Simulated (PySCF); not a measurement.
**Continuum solvent and chemical shifts**

Bonds (- single, = double, # triple, : aromatic): C1=C2, C2-C3, C2-C4, C4=C5, C5-C6. C1 carries H7, H8; C3 carries H9, H10, H11; C4 carries H12; C5 carries H13; C6 carries H14, H15, H16. Stereochemistry as in C=C(C)/C=C\C. H8 is cis to C3; H7 is trans to C3.

GIAO PBE0/pcSseg-1 in PySCF 2.14.0 with density-fitted response routines on one PBE0-D3(BJ)/def2-SVP conformer, non-relativistic, equivalent nuclei averaged. Solvents enter as an IEF-PCM continuum (cyclohexane with ε = 2.0, chloroform with ε = 4.7) around the gas-phase geometry. Shifts are referred to TMS computed in the same medium.

Gas phase, δ in ppm: C2 151.4, C4 141.3, C5 132.2, C1 125.8, C3 24.8, C6 16.4, H12 6.05, H13 5.56, H8 5.15, H7 5.09, H9/H10/H11 2.07, H14/H15/H16 1.96. Dipole moment 0.74 D.

Q: How does each δ change in the continuum?

A: 
| atoms | environment | Δδ, cyclohexane | Δδ, chloroform |
| --- | --- | --- | --- |
| C2 | fully substituted alkene carbon | +0.8 | +1.7 |
| C4 | alkene CH | -2.8 | -3.0 |
| C5 | alkene CH | +3.2 | +4.6 |
| C1 | terminal =CH2 carbon | +1.3 | +1.4 |
| C3 | allylic methyl carbon | +0.7 | +0.8 |
| C6 | allylic methyl carbon | +1.4 | +1.6 |
| H12 | hydrogen on an alkene CH | -0.01 | +0.02 |
| H13 | hydrogen on an alkene CH | +0.02 | +0.10 |
| H8 | hydrogen on a terminal =CH2 carbon | +0.05 | +0.09 |
| H7 | hydrogen on a terminal =CH2 carbon | +0.07 | +0.10 |
| H9/H10/H11 | hydrogen on an allylic methyl carbon | +0.06 | +0.09 |
| H14/H15/H16 | hydrogen on an allylic methyl carbon | +0.07 | +0.10 |

Changes are relative to the gas phase. The dipole moment becomes 0.85 D in cyclohexane, 0.96 D in chloroform.

Q: Which nuclei move most (in ppm), and what does the model miss?

A: C5 (alkene CH, +4.6 ppm) in chloroform. A continuum only polarises the solute; specific hydrogen bonds, the anisotropy of aromatic solvents and changes of geometry or conformer are outside it.
